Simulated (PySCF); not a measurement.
## Al: electron affinity

Al⁻ [Ne] 3s2 3p2 (3P) → Al [Ne] 3s2 3p1 (2P), as a difference of total energies. Computed with PySCF 2.14 in dyall-av2z (13s9p2d, 50 functions), with no relativity, point nucleus. Correlated levels: valence: [Ne] frozen; virtual orbitals above 40 to 60 times the deepest correlated orbital energy dropped. The calculations carry no spin-orbit coupling.

```csv
method,electron affinity (eV),error (eV)
UHF,0.020,-0.413
LDA,0.643,+0.210
PBE,0.588,+0.155
PBE0,0.541,+0.108
r2SCAN,0.618,+0.185
wB97M-V,0.349,-0.084
M06,0.339,-0.094
B3LYP,0.464,+0.031
M06-2X,0.312,-0.121
MP2 (valence),0.315,-0.118
SCS-MP2 (valence),0.221,-0.212
```

Reference: 0.433 eV (measured; photodetachment measurements, as compiled on the Wikipedia data page of electron affinities).

Errors of the correlated levels include the incompleteness of this basis and the frozen core.

In the anion the highest occupied orbital energy is positive at LDA, PBE, PBE0, r2SCAN, M06, B3LYP, M06-2X, a self-interaction effect; the basis confines that electron, and the energy difference can still be sensible.
